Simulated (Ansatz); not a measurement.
Density of states of CsPbCl₃ (Pm-3m, a = 5.735 Å, b = 5.735 Å, c = 5.735 Å, α = 90.00°, β = 90.00°, γ = 90.00°), in states per eV and primitive cell, averaged over bins of 0.4 eV. All numbers below come from Ansatz, DFT PBE, scalar-relativistic, plane waves, PAW.

Plane waves to 420 eV, a k mesh through Γ of 6×6×6 on the computed 5-atom cell and Gaussian smearing (0.02 eV); no spin polarisation.

The cell is relaxed at this level. The states (both spins) are summed by tetrahedra on a 9×9×9 mesh at the self-consistent density. Energies are bin centres; the table starts no lower than −8 eV and ends at 6 eV, or lower where the solved bands end.

The gap is 2.21 eV at this level, with the zero inside it.

```
E − E_F (eV) total Cl 3p Pb 6p Cs 6s Pb 6s
       -7.85   0.25   0.02   0.00   0.00   0.20
       -7.45   0.00   0.00   0.00   0.00   0.00
       -7.05   0.00   0.00   0.00   0.00   0.00
       -6.65   0.00   0.00   0.00   0.00   0.00
       -6.25   0.00   0.00   0.00   0.00   0.00
       -5.85   0.00   0.00   0.00   0.00   0.00
       -5.45   0.00   0.00   0.00   0.00   0.00
       -5.05   3.40   2.53   0.82   0.00   0.01
       -4.65   2.85   2.18   0.59   0.00   0.03
       -4.25   2.51   1.99   0.38   0.02   0.05
       -3.85   6.70   5.95   0.32   0.26   0.04
       -3.45  11.46  11.20   0.08   0.00   0.02
       -3.05  14.29  13.98   0.09   0.02   0.10
       -2.65   1.59   1.24   0.07   0.01   0.26
       -2.25   1.34   0.96   0.08   0.00   0.28
       -1.85   0.71   0.49   0.04   0.00   0.17
       -1.45   0.14   0.09   0.01   0.00   0.04
       -1.05   0.00   0.00   0.00   0.00   0.00
       -0.65   0.00   0.00   0.00   0.00   0.00
       -0.25   0.00   0.00   0.00   0.00   0.00
        0.15   0.00   0.00   0.00   0.00   0.00
        0.55   0.00   0.00   0.00   0.00   0.00
        0.95   0.00   0.00   0.00   0.00   0.00
        1.35   0.73   0.03   0.61   0.00   0.00
        1.75   2.14   0.17   1.70   0.00   0.01
        2.15   2.14   0.25   1.63   0.01   0.01
        2.55   1.78   0.26   1.22   0.10   0.02
        2.95   2.10   0.30   1.06   0.48   0.03
        3.35   1.79   0.31   1.11   0.16   0.01
        3.75   3.52   0.45   1.47   0.63   0.01
        4.15   5.18   0.58   1.56   1.22   0.00
        4.55   6.48   0.22   0.42   0.98   0.00
        4.95   6.95   0.09   0.17   0.16   0.01
        5.35   8.24   0.12   0.21   0.24   0.00
        5.75   3.96   0.03   0.05   0.08   0.00
```

The columns after the total are the main Löwdin projections on the occupied valence shells of the potentials; 3 others are left out. The rest of the total lies in those, in shells that are empty in the free atom, which aren't projected, and between the atoms.

Spin-orbit coupling is left out, which matters for the bands of heavy elements.

Symmetry holds off the tilts and polar distortions that many cubic perovskites undergo.

Cost: 1 run of about 2.1 core-minutes, on Intel Xeon Processor @ 2.50GHz (Skylake/Cascade Lake) (shared hosts).